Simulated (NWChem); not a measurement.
Species: N2H cation; SMILES N#[NH+]

Program: NWChem. Pople sets run with spherical d functions. Structure relaxed at the PBE0/def2-SVP level. Vertical excitations in the gas phase.

Q: Predict the results for BHandHLYP/6-31+G*, TDA. Quantities: lowest excitation, singlet (eV); oscillator strength of that lowest state; lowest state with f > 0.02, singlet (eV); oscillator strength of that bright state; lowest triplet (eV); orbital gap (eV).

A: 
```json
{
 "lowest excitation, singlet (eV)": "9.07",
 "oscillator_strength_of_that_lowest_state": "0.000",
 "lowest state with f > 0.02, singlet (eV)": "10.70",
 "oscillator_strength_of_that_bright_state": "0.056",
 "lowest triplet (eV)": "7.09",
 "orbital gap (eV)": "15.68"
}
```
